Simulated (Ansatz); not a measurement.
A nudged elastic band was laid between two geometries of H6N3P (10 atoms, charge 0, multiplicity 1).

These are results of RKS B3LYP-D4/def2-SVP (Ansatz 0.2.0), not measurements.

* movable images: 5
* climbing image: yes
* spring: 5.0 eV/Å²
* optimiser: quadratic models (default)
* start path: IDPP
* force threshold: 0.05 eV/Å
* iteration limit: 60
* end points: relaxed

Image 0:

```xyz
10
Properties=species:S:1:pos:R:3
N -1.058 -0.113 -1.124
P 0.573 -0.091 -0.585
N 0.282 -1.264 0.679
N 0.851 1.190 0.524
H -1.251 0.386 -1.988
H -1.799 0.005 -0.432
H 1.118 -1.404 1.246
H 0.003 -2.163 0.286
H 0.168 1.343 1.268
H 1.196 2.060 0.129
```

Image 6:

```xyz
10
Properties=species:S:1:pos:R:3
N -0.949 -0.244 -1.262
P 0.598 -0.073 -0.540
N 0.211 -1.178 0.770
N 0.578 1.367 0.388
H -1.044 0.232 -2.156
H -1.752 -0.050 -0.661
H 1.013 -1.318 1.386
H -0.065 -2.090 0.404
H 1.425 1.925 0.403
H 0.068 1.378 1.271
```

Q: What changes between the two ends?

A: No bond is made or broken. The dihedral N1–P2–N4–H9 goes from 45 to -143°.

Q: What energy profile does the band end with?

A: The forces met the threshold. The highest image is number 3 of 0 to 6, 35.5 kJ/mol above the first end and 32.8 kJ/mol above the last; the last end lies 2.7 kJ/mol above the first. A vibrational analysis at the climbing image gives one clearly imaginary mode, 379i cm⁻¹: a first-order saddle point.

| image | path coordinate (Å) | energy (kJ/mol) | dihedral N1–P2–N4–H9 (°) |
| --- | --- | --- | --- |
| 0 | 0.00 | 0.0 | 45 |
| 1 | 0.56 | 7.0 | 65 |
| 2 | 1.12 | 25.5 | 89 |
| 3 | 1.69 | 35.5 | 116 |
| 4 | 2.32 | 24.5 | 149 |
| 5 | 2.96 | 8.5 | -178 |
| 6 | 3.59 | 2.7 | -143 |

Q: What is the geometry of the highest image?

A: 
```xyz
10
Properties=species:S:1:pos:R:3:forces:R:3
N -0.691 0.007 -1.353 0.01 0.00 -0.01
P 0.718 -0.263 -0.436 0.00 0.00 0.01
N -0.084 -1.183 0.843 0.02 0.00 0.02
N 0.955 1.228 0.468 -0.01 -0.01 -0.01
H -0.582 0.262 -2.328 -0.01 0.00 0.00
H -1.524 0.395 -0.910 0.00 0.00 0.00
H 0.588 -1.438 1.571 -0.01 0.00 0.00
H -0.426 -2.066 0.456 0.00 0.01 -0.01
H 0.882 1.087 1.478 0.00 0.00 0.00
H 0.247 1.920 0.215 0.00 0.00 0.00
```

Q: What are the harmonic wavenumbers there?

A: 379i, 152, 247, 305, 335, 390, 481, 636, 704, 752, 776, 827, 922, 952, 1025, 1527, 1548, 1576, 3466, 3472, 3510, 3548, 3566, 3663 cm⁻¹.

The band took 7 iterations and roughly 2.1 core-minutes.

Time of the run: 2.1 min on 1 thread of Arm Neoverse V1, on a shared host, peak memory 0.18 GiB.
